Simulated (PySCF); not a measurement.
**SiP⁻ at PBE0**

Computed with PBE0; Si aug-cc-pV(D+d)Z, P aug-cc-pV(D+d)Z; no relativity (PySCF 2.14).

- state: ¹Σ⁺ (singlet), closed shell
- bond length: 2.011 Å
- harmonic wavenumber: 700 cm⁻¹
- force constant: 4.24 mdyn/Å
- rotational constant Be: 0.2835 cm⁻¹
- anharmonicity ωexe: 2.14 cm⁻¹
- vibration–rotation constant αe: 0.00128 cm⁻¹
- well depth De to Si⁻ + P: 5.04 eV
- dissociation energy D0: 5.00 eV
- HOMO–LUMO gap: 4.40 eV
- bond order (Mayer): 2.69
- dipole moment (positive dipole points towards P; it is taken about the centre of mass and depends on that origin): -0.40 D

For an ion De counts to the pair picked by the measured ionisation energies or electron affinities, which need not be the lowest pair at this level.
